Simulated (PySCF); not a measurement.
# C2H3ClO (Acetyl Chloride): the cost of one run

Programs: PySCF 2.14.0, with density-fitted response routines of our own. Each step states its level of theory. These are calculated values for one molecule in the gas phase, unless marked as measured. Atoms count from 0, in the outputs and in this text.

## 1. The molecule as given

7 atoms, charge 0, multiplicity 1; geometry from: GFN2-xTB. The atoms were then displaced at random by about 0.01 Å, so the start is not that level's minimum.

Bonds of the start (Å): C0–C1 1.47, C1–O2 1.18, C1–Cl3 1.80, C0–H4 1.12, C0–H5 1.07, C0–H6 1.08.

## 2. Geometry optimisation at PBE0-D3(BJ)/def2-SVP

What the job is given:

```
{"job": {"xc": "PBE0", "basis": "def2-SVP", "d3": "d3bj", "grid": 1, "shake": 0.01, "kind": "geom"}, "charge": 0, "multiplicity": 1}
C     -0.660350    -0.089900     0.069920
C      0.741050     0.301460    -0.118290
O      1.196650     1.369640    -0.327530
Cl     1.841180    -1.112000     0.002870
H     -1.304750     0.817370    -0.031000
H     -0.820430    -0.518360     1.040390
H     -0.959390    -0.797320    -0.686290
```

Started as:

```
> OMP_NUM_THREADS=1 python probes_run.py task.json out
```

The driver reads the jobs from task.json and runs them one after another.

Q: Estimate the wall time and peak memory of this first job on 1 thread of Arm Neoverse V1, shared host.

About 7.4 s, with a peak of 0.32 GiB.
